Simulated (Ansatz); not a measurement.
Geometry optimisation, UKS CAM-B3LYP/6-31G in Ansatz 0.2.0.

The input (input.yaml):

```yaml
crystal:
  periodic: [false, false, false]
  atoms:
    - { symbol: C, position_ang: [-1.3842, -1.21814, -0.36701] }
    - { symbol: B, position_ang: [-0.34516, -0.32588, -0.08068] }
    - { symbol: C, position_ang: [0.74308, 0.64119, 0.20245] }
    - { symbol: H, position_ang: [-2.1958, -1.87238, -0.60781] }
    - { symbol: H, position_ang: [0.48244, -0.6063, 0.69736] }
    - { symbol: H, position_ang: [0.86197, 0.86009, 1.27437] }
    - { symbol: H, position_ang: [1.73022, 0.29687, -0.141] }
total_charge: 1
magnetization:
  spin_polarized: true
basis:
  gaussian: { orbitals: "6-31G" }
hamiltonian:
  xc: cam_b3lyp
relax:
  f_tol: 0.02
  max_steps: 50
```

Command:

```bash
$ ansatz run input.yaml --threads 1 --pin off --max-ram 2048MiB --backend cpu --events-out ev --progress --plain --runs-dir out
```

Question: Where does it end, and by what steps?

Answer: The forces met the threshold. Limits of this set-up: no polarisation functions. After 9 steps the energy has fallen by 2.443 eV; H5 moved furthest, 1.03 Å. Parted: B2–H5 (1.17 → 2.15 Å).

| step | energy less start (eV) | largest force component (eV/Å) | accepted |
| --- | --- | --- | --- |
| 0 | 0.0000 | 3.543 | yes |
| 1 | -0.8954 | 1.698 | yes |
| 2 | -1.2407 | 3.666 | yes |
| 3 | -1.6439 | 1.682 | yes |
| 4 | -2.0700 | 0.906 | yes |
| 5 | -2.3275 | 0.339 | yes |
| 6 | -2.4215 | 0.213 | yes |
| 7 | -2.4414 | 0.260 | yes |
| 8 | -2.4427 | 0.070 | yes |
| 9 | -2.4428 | 0.003 | yes |

```xyz
7
Properties=species:S:1:pos:R:3
C -1.576 -1.168 -0.500
B -0.392 -0.523 -0.015
C 0.832 0.144 0.487
H -2.468 -1.654 -0.865
H 1.403 -0.514 1.160
H 0.592 1.059 1.049
H 1.502 0.431 -0.338
```

Whether the end is a true minimum wasn't checked by a vibrational analysis.

Run time: 3.2 min on 1 thread of Intel(R) Xeon(R) Processor @ 2.50GHz (Skylake/Cascade Lake) (shared host), peak memory 0.14 GiB.
